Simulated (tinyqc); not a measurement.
Worked calculation: UKS/LDA (VWN5) in the sto-6g basis, for NH, spin multiplicity 3. One step of it, computed by the program tinyqc.

Task: Iteration 2: DIIS coefficients. Solve [B -1; -1 0][c; lambda] = [0; -1] for the coefficients, which sum to one.

B (overlaps of the stored error matrices):
$$\begin{pmatrix}
6.5959554e-02 & 2.9463705e-03 \\
2.9463705e-03 & 4.0042385e-03
\end{pmatrix}$$

Give: DIIS coefficients.

Result:

DIIS coefficients: [0.0165, 0.9835]
